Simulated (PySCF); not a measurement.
C3H4, SMILES C(C)#C. Atoms are numbered in the order given.

```xyz
7

C      0.0000     0.0000    -1.2416
C      0.0000     0.0000     0.2209
C      0.0000     0.0000     1.4192
H      0.8854     0.5112    -1.6253
H     -0.8854     0.5112    -1.6253
H      0.0000    -1.0224    -1.6253
H      0.0000     0.0000     2.4846
```

The structure is a stationary point at ωB97X-D3(BJ)/def2-TZVP.

Method: B3LYP/pcJ-1 run with PySCF.

Isotropic couplings with Fermi-contact, spin-dipole and both spin-orbit terms, one fixed conformer, no vibrational averaging. Isotopes: 13C, 1H.

| pair | bonds apart | J (Hz) |
|---|---|---|
| C1–C2 | 1 | 74.1 |
| C1–H4 | 1 | ___ |
| C1–H5 | 1 | ___ |
| C1–H6 | 1 | ___ |
| C2–C3 | 1 | 213.7 |
| C3–H7 | 1 | 267.0 |
| C1–C3 | 2 | 13.3 |
| C2–H4 | 2 | ___ |
| C2–H5 | 2 | ___ |
| C2–H6 | 2 | ___ |
| C2–H7 | 2 | ___ |
| H4–H5 | 2 | -17.1 |
| H4–H6 | 2 | -17.1 |
| H5–H6 | 2 | -17.1 |
| C1–H7 | 3 | ___ |
| C3–H4 | 3 | 4.7 |
| C3–H5 | 3 | 4.7 |
| C3–H6 | 3 | 4.7 |
| H4–H7 | 4 | -4.0 |
| H5–H7 | 4 | -4.0 |
| H6–H7 | 4 | -4.0 |

### Question
Some entries are withheld; supply them. (The exact figures need the calculation; the answer reports its results.)

### Answer

- C1–H4, J (Hz): 137.9
- C1–H5, J (Hz): 137.9
- C1–H6, J (Hz): 137.9
- C2–H4, J (Hz): -10.5
- C2–H5, J (Hz): -10.5
- C2–H6, J (Hz): -10.5
- C2–H7, J (Hz): 53.7
- C1–H7, J (Hz): 3.9
